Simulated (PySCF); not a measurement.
**Computed spin Hamiltonian**

Species: C₅H₁₀N (doublet state).
Structure used (GFN2-xTB), in Å, numbered top down from 1:
```
atom  x, y, z in Å
C1     2.1595    0.3743   -0.0157
C2     0.9839   -0.5769   -0.1923
C3    -0.1697   -0.2290    0.7549
C4    -1.4323   -1.0039    0.5796
C5    -2.1629    0.2603    0.2918
N6    -0.8963    0.9970    0.3751
H7     1.8413    1.3953   -0.2097
H8     2.9595    0.1219   -0.7080
H9     2.5511    0.3183    0.9982
H10    1.2921   -1.6054    0.0061
H11    0.6140   -0.5177   -1.2165
H12    0.2197   -0.2073    1.7842
H13   -1.5522   -1.9584    0.1022
H14   -2.6282    0.3371   -0.6998
H15   -2.9154    0.5533    1.0351
H16   -0.8716    1.7502    1.0530
```

The hyperfine couplings belong to this conformer and change with its torsions.

As a line formula: `CC[C@@H]1[CH]CN1` [radical].

Theory: UKS B3LYP, pcH-1 on C H N, non-relativistic, mean-field spin-orbit, GIAO (PySCF 2.14.0). The structure is a single GFN2-xTB conformer in the gas phase; no vibrational or solvent corrections. A GFN2-xTB geometry isn't a minimum of the functional, and hyperfine couplings can be far from their values at a DFT geometry. The SCF solution wasn't tested for stability.

* g1, g2, g3: 2.00215, 2.00282, 2.00292
* g_iso: 2.00263
* Form of g: close to axial: the two nearest values differ by 13 % of g3 − g1
* ⟨S²⟩: 0.7540 (exact 0.7500)
* Basis functions: 250

Hyperfine couplings atom by atom, in MHz; T1 to T3 are the principal values of the dipolar part:

| atom | isotope | a_iso | T1 | T2 | T3 | Mulliken spin population |
| --- | --- | --- | --- | --- | --- | --- |
| C1 | 13C | 0.3 | -0.9 | -0.8 | 1.8 | 0.01 |
| C2 | 13C | 47.6 | -4.2 | -4.0 | 8.2 | 0.03 |
| C3 | 13C | -29.7 | -3.0 | -0.9 | 3.9 | -0.07 |
| C4 | 13C | 160.5 | -77.5 | -76.0 | 153.4 | 0.99 |
| C5 | 13C | -30.8 | -3.2 | -0.6 | 3.8 | -0.08 |
| N6 | 14N | 1.9 | -0.9 | -0.8 | 1.7 | 0.01 |
| H7 | 1H | 0.3 | -1.3 | -0.9 | 2.2 | 0.00 |
| H8 | 1H | 1.9 | -1.1 | -0.5 | 1.7 | 0.00 |
| H9 | 1H | -0.3 | -1.5 | -0.6 | 2.1 | 0.00 |
| H10 | 1H | -3.4 | -3.6 | -1.9 | 5.5 | 0.00 |
| H11 | 1H | -3.1 | -4.7 | -1.8 | 6.5 | 0.00 |
| H12 | 1H | 104.9 | -5.2 | -4.4 | 9.5 | 0.05 |
| H13 | 1H | -38.4 | -35.9 | -1.9 | 37.8 | -0.03 |
| H14 | 1H | 96.9 | -4.3 | -2.9 | 7.2 | 0.04 |
| H15 | 1H | 118.1 | -5.0 | -4.6 | 9.6 | 0.05 |
| H16 | 1H | -0.7 | -2.9 | -2.7 | 5.6 | 0.00 |

The Mulliken spin populations are largest on C4 (+0.99), C5 (-0.08) and C3 (-0.07). C4 is the only atom above +0.15. The angles at C4 add up to 345.2°, so it is pyramidal.

Under fast tumbling the dipolar parts average out, and these isotropic splittings remain (the largest six): 1 × 1H (H15, I = 1/2, 2 lines) with 4.21 mT, 1 × 1H (H12, I = 1/2, 2 lines) with 3.74 mT, 1 × 1H (H14, I = 1/2, 2 lines) with 3.46 mT, 1 × 1H (H13, I = 1/2, 2 lines) with 1.37 mT, 1 × 1H (H10, I = 1/2, 2 lines) with 0.12 mT and 1 × 1H (H11, I = 1/2, 2 lines) with 0.11 mT.

The 13C coupling of C4 (160.5 MHz) shows only in satellite lines or after enrichment, since that isotope makes up about 1.07 % of natural carbon.

Examples of negative spin density at the nucleus (bohr⁻³): C5 (-0.0274), C3 (-0.0264) and H13 (-0.0086).

The run took 40 s of wall time (with the writing of density and orbital grids) on one thread of an Arm Neoverse V2, no GPU, shared host with 96 logical CPUs at a one-minute load of 60, and the process peaked at 0.92 GiB of memory.
